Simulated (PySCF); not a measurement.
**F: electron affinity**

F⁻ [Ne] → F [He] 2s2 2p5 [2p1/2^2 2p3/2^3, M_J = 3/2], as a difference of total energies. Computed with PySCF 2.14 in x2c-TZVPall-2c with one added diffuse shell each of s, p, d type (6s4p3d1f, 40 functions), with the two-component X2C-1e Hamiltonian. Correlated levels: 1s2 frozen; the 2 highest virtual spinors dropped. "Screened" scales the spin-orbit matrix elements by Boettger's factors to mimic the two-electron term; Breit and QED terms are absent.

| method | electron affinity (eV) |
| --- | --- |
| GHF (spin-free) | 1.282 |
| GMP2 (spin-free) | 3.586 |
| GHF (screened spin-orbit) | 1.264 |
| GMP2 (screened spin-orbit) | 3.567 |

**Question.** How much does correlation contribute at GMP2 (screened spin-orbit)?

**Answer.** 3.567 − (1.264) = 2.303 eV, measured against GHF (screened spin-orbit).

Errors of the correlated levels include the incompleteness of this basis and the frozen core.

For comparison: 3.401 eV (measured; photodetachment measurements, as compiled on the Wikipedia data page of electron affinities).
